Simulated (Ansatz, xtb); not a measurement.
**FH3Si2: where a starting geometry ends**

The starting geometry of this gas-phase singlet has its atoms placed at random.

```xyz
6

F     1.2312    1.0076   -0.2521
Si   -0.3557   -0.2241   -1.4587
Si    1.3472   -1.1773    0.2865
H     0.7267    0.7623   -1.5993
H    -1.8308   -0.6981   -0.7107
H    -0.5596   -0.4311    0.4451
```

Task: One run relaxed it with r2SCAN-D4/def2-SVP. What is a likely outcome?

Result: It ends as `F[Si][SiH3]`. Distances that change by over a tenth: Si2–H5 (1.72 → 1.50 Å). Contacts that close: F1–Si3 (2.25 → 1.65 Å), Si2–Si3 (2.62 → 2.44 Å), Si2–H6 (1.93 → 1.50 Å).

The energy falls by 5.15 eV over 25 steps:

```
step  E − E(last) (eV)
   1             5.151
   4             1.257
   6             0.463
   9             0.187
  12             0.147
  14             0.075
  17             0.005
  20             0.001
  22             0.000
  25             0.000
```

Final geometry (Å):

```csv
atom,x (Å),y (Å),z (Å)
F,2.2932,0.2822,0.3169
Si,-0.5041,-0.1610,-0.7691
Si,1.6457,-1.1519,-0.1714
H,-0.2815,0.8986,-1.8082
H,-1.5076,-1.1388,-1.2974
H,-1.0868,0.5103,0.4399
```

From the same start GFN2-xTB ends elsewhere, differing in Si2–H6 (3.31 against 1.50 Å here), Si3–H6 (1.46 against 3.26 Å here).

From so rough a start the end depends on the optimiser's path, so another program may land elsewhere. The end wasn't checked by frequencies. Run with Ansatz 0.2.0, 18 s on 2 threads of Intel(R) Xeon(R) Platinum 8375C CPU @ 2.90GHz (Ice Lake), with other jobs on the host.
